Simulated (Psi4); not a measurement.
# wB97M-V/cc-pVDZ run of C3H6F2 (1,3-difluoropropane)

Aim: the energy change on altering one bond length of C3H6F2 (1,3-difluoropropane) at wB97M-V/cc-pVDZ, from 2 runs. 

The calculation is run with Psi4 1.11.

1 further run of the same task is left out (it didn't finish).

### Step 1. Starting point

C3H6F2 has 11 atoms, charge 0, and is taken as a singlet. SMILES: `FCCCF`. The coordinates come from a PBE0-D4/def2-TZVP relaxation. This is one conformer, not always the lowest.

Bond lengths: F1–C2 1.383 Å, C2–C3 1.509 Å, C3–C4 1.507 Å, C4–F5 1.386 Å, C2–H6 1.096 Å, C2–H7 1.093 Å, C3–H8 1.093 Å, C3–H9 1.095 Å, C4–H10 1.095 Å, C4–H11 1.093 Å. Some angles: F1–C2–C3 109.8°, C2–C3–C4 112.4°, C3–C4–F5 110.3°, F1–C2–H6 107.7°, F1–C2–H7 107.9°, C3–C2–H6 111.1°, C3–C2–H7 111.3°, C2–C3–H8 109.6°, C2–C3–H9 109.3°, C4–C3–H8 109.6°.

### Step 2. The energy at wB97M-V/cc-pVDZ

Input file input.dat:

```
memory 1600 mb

molecule {
  0 1
  F     -3.71217800     2.70741062    -0.20238967
  C     -1.35172110     1.89104893     0.56805167
  C     -0.70864730    -0.56465017    -0.73283579
  C      1.82831003    -1.58396844     0.06557350
  F      3.73334293     0.07596699    -0.62587729
  H     -1.40690110     1.65407728     2.62407370
  H      0.01511781     3.36711401     0.10223418
  H     -0.73359168    -0.29158474    -2.78092096
  H     -2.15069730    -1.97703147    -0.27797871
  H      1.93923695    -1.82944386     2.11800504
  H      2.21740463    -3.39772757    -0.84262888
  units au
  symmetry c1
}

set basis cc-pVDZ
set reference rks
set puream true
set e_convergence 1e-09
set d_convergence 1e-08
set scf_type pk
set dft_radial_points 99
set dft_spherical_points 590

energy("wb97m-v")
```

Started as:

```sh
$ psi4 -i input.dat -o output.dat -n 1
```

output.dat:

```text
[...]
  Running in c1 symmetry.
[...]
  Nuclear repulsion =  184.503528997433932
[...]
  Multiplicity = 1
[...]
  Nalpha       = 21
  Nbeta        = 21
[...]
    Number of basis functions: 100
[...]
   @RKS iter   1:  -317.38997971215110   -4.96863e-01   4.51510e-03 DIIS/ADIIS
[...]
   @RKS iter  11:  -317.49431163673790   -1.72236e-11   8.47253e-09 DIIS
[...]
    Orbital Energies [Eh]
    ---------------------
    Doubly Occupied:
       1A    -24.897870     2A    -24.890924     3A    -10.436434
       4A    -10.428248     5A    -10.367342     6A     -1.323223
       7A     -1.316716     8A     -0.925025     9A     -0.809243
      10A     -0.727099    11A     -0.625122    12A     -0.617906
      13A     -0.596653    14A     -0.585301    15A     -0.555949
      16A     -0.532960    17A     -0.495757    18A     -0.461222
      19A     -0.439946    20A     -0.429515    21A     -0.420705
[...]
  @RKS Final Energy:  -317.49431163673790
   => Energetics <=
    Nuclear Repulsion Energy =            184.5035289974339321
    One-Electron Energy =                -802.6398426728883351
    Two-Electron Energy =                 328.6875626443515443
    DFT Exchange-Correlation Energy =     -28.2136337635555314
    Empirical Dispersion Energy =           0.0000000000000000
    VV10 Nonlocal Energy =                  0.1680731579205157
    Total Energy =                       -317.4943116367379048
[...]
 Multipole Moments:
 ------------------------------------------------------------------------------------
     Multipole            Electronic (a.u.)      Nuclear  (a.u.)        Total (a.u.)
 ------------------------------------------------------------------------------------
 L = 1.  Multiply by 2.5417464519 to convert [e a0] to [Debye]
 Dipole X            :          0.0930992           -0.0079578            0.0851414
 Dipole Y            :          3.1406777           -3.7858827           -0.6452050
 Dipole Z            :         -0.9865954            1.2759935            0.2893981
 Magnitude           :                                                    0.7122428
[...]
```

It took 3.5 min on 1 thread of Intel Xeon Platinum 8488C (Sapphire Rapids), shared host; peak memory 0.95 GiB.

### Step 3. The distorted shape

Input file input.json:

```json
{
 "schema_name": "qcschema_input",
 "schema_version": 1,
 "molecule": {
  "schema_name": "qcschema_molecule",
  "schema_version": 2,
  "symbols": ["F", "C", "C", "C", "F", "H", "H", "H", "H", "H", "H"],
  "geometry": [-3.80865986, 3.07584296, -0.00721497, -1.44820295, 2.25948128, 0.76322637, -0.7086473, -0.56465017, -0.73283579, 1.82831003, -1.58396844, 0.0655735, 3.73334293, 0.07596699, -0.62587729, -1.50338296, 2.02250962, 2.81924839, -0.08136405, 3.73554635, 0.29740888, -0.73359168, -0.29158474, -2.78092096, -2.1506973, -1.97703147, -0.27797871, 1.93923695, -1.82944386, 2.11800504, 2.21740463, -3.39772757, -0.84262888],
  "molecular_charge": 0,
  "molecular_multiplicity": 1,
  "fix_symmetry": "c1"
 },
 "driver": "energy",
 "model": {
  "method": "wb97m-v",
  "basis": "cc-pVDZ"
 },
 "keywords": {
  "puream": true,
  "e_convergence": 1e-09,
  "d_convergence": 1e-08,
  "scf_type": "pk",
  "dft_radial_points": 99,
  "dft_spherical_points": 590
 }
}
```

Started as:

```sh
$ psi4 --qcschema input.json -n 1 --memory 1600MB
```

stdout:

```text
[...]
  Running in c1 symmetry.
[...]
  Nuclear repulsion =  178.981983741679386
[...]
  Multiplicity = 1
[...]
  Nalpha       = 21
  Nbeta        = 21
[...]
    Number of basis functions: 100
[...]
   @RKS iter   1:  -317.38291341833570   -7.76662e-01   4.27484e-03 DIIS/ADIIS
[...]
   @RKS iter  12:  -317.47560798370768   -9.09495e-13   3.06795e-09 DIIS
[...]
    Orbital Energies [Eh]
    ---------------------
    Doubly Occupied:
       1A    -24.895140     2A    -24.894625     3A    -10.443128
       4A    -10.434925     5A    -10.379335     6A     -1.319950
       7A     -1.318225     8A     -0.900010     9A     -0.800952
      10A     -0.729670    11A     -0.613523    12A     -0.609144
      13A     -0.589227    14A     -0.584754    15A     -0.556143
      16A     -0.534060    17A     -0.496282    18A     -0.455711
      19A     -0.438495    20A     -0.435881    21A     -0.401999
[...]
  @RKS Final Energy:  -317.47560798370768
   => Energetics <=
    Nuclear Repulsion Energy =            178.9819837416793860
    One-Electron Energy =                -791.7026013739099426
    Two-Electron Energy =                 323.2242774788537076
    DFT Exchange-Correlation Energy =     -28.1479146847222523
    Empirical Dispersion Energy =           0.0000000000000000
    VV10 Nonlocal Energy =                  0.1686468543913826
    Total Energy =                       -317.4756079837076754
[...]
 Multipole Moments:
 ------------------------------------------------------------------------------------
     Multipole            Electronic (a.u.)      Nuclear  (a.u.)        Total (a.u.)
 ------------------------------------------------------------------------------------
 L = 1.  Multiply by 2.5417464519 to convert [e a0] to [Debye]
 Dipole X            :          0.0404096            0.0231965            0.0636060
 Dipole Y            :          3.2925838           -3.9048506           -0.6122669
 Dipole Z            :         -0.9072516            1.2129710            0.3057194
 Magnitude           :                                                    0.6872997
[...]
```

The result, in JSON:

```text
{
 "driver": "energy",
 "model": {
  "method": "wb97m-v",
  "basis": "cc-pVDZ"
 },
 "success": true,
 "return_result": -317.4756079837077,
 "properties": {
  "calcinfo_nbasis": 100,
  "calcinfo_nmo": 100,
  "calcinfo_nalpha": 21,
  "calcinfo_nbeta": 21,
  "calcinfo_natom": 11,
  "nuclear_repulsion_energy": 178.9819837416794,
  "return_energy": -317.4756079837077,
  "scf_one_electron_energy": -791.7026013739099,
  "scf_two_electron_energy": 323.2242774788537,
  "scf_vv10_energy": 0.16864685439138258,
  "scf_xc_energy": -28.147914684722252,
  "scf_dipole_moment": [0.06360603581705426, -0.6122668845879153, 0.3057194421165286],
  "scf_total_energy": -317.4756079837077,
  "scf_iterations": 12
 }
}
```

Run time: 3.8 min. Hardware: 1 thread of Intel Xeon Platinum 8488C (Sapphire Rapids), shared host; peak memory 0.95 GiB.

### Step 4. Results

At wB97M-V/cc-pVDZ:

```
                                                         quantity          value
                                        first shape: total energy  -317.49431 Eh
                                       first shape: dipole moment         1.81 D
                                         first shape: HOMO energy      -11.45 eV
                                         first shape: LUMO energy        3.54 eV
                                       first shape: HOMO–LUMO gap       14.99 eV
                                    distorted shape: total energy  -317.47561 Eh
                                   distorted shape: dipole moment         1.75 D
                                     distorted shape: HOMO energy      -10.94 eV
                                     distorted shape: LUMO energy        3.55 eV
                                   distorted shape: HOMO–LUMO gap       14.49 eV
energy change with the C2–C3 bond stretched from 1.509 to 1.736 Å       0.509 eV
```

In words: With the C2–C3 bond stretched from 1.509 to 1.736 Å the energy rises by 0.51 eV (11.7 kcal/mol). The first shape isn't relaxed at this level, so the change isn't measured from a minimum.
